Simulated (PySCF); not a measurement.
## A small calculation by hand: chemical shift, span and skew from a shielding tensor

acetone (C3H6O), SMILES O=C(C)C. Atoms are numbered in the order given.

```xyz
10

C     -1.2889     0.0010    -0.6140
C      0.0000     0.0000     0.1882
C      1.2889    -0.0010    -0.6140
O      0.0000     0.0000     1.3983
H     -1.3099     0.8529    -1.3138
H     -1.3550    -0.9150    -1.2249
H     -2.1499     0.0533     0.0649
H      2.1499    -0.0533     0.0649
H      1.3550     0.9150    -1.2249
H      1.3099    -0.8529    -1.3138
```

The structure is a stationary point at B3LYP-D3(BJ)/def2-SVP.

GIAO shieldings from PBE0/pcSseg-1 (PySCF), non-relativistic, no solvent. The symmetric part of the tensor of C2 has the principal values -111.8, -58.2, 101.3 ppm. The same nucleus in TMS has σ = 186.3 ppm at this level (PySCF, at its B3LYP-D3(BJ)/def2-TZVP geometry).

**Question.** Work out the isotropic shielding, the ¹³C shift against TMS, the span and the skew.

**Answer.** 
σ(iso) = (σ11 + σ22 + σ33)/3 = -22.9 ppm. δ = σ(ref) − σ(iso) = 186.3 − (-22.9) = 209.2 ppm.
Span Ω = σ33 − σ11 = 213.1 ppm. Skew κ = 3(σ(iso) − σ22)/Ω = 0.50. Tumbling in solution averages the tensor to δ; in a static solid the shielding alone would spread this spin-1/2 line over Ω.
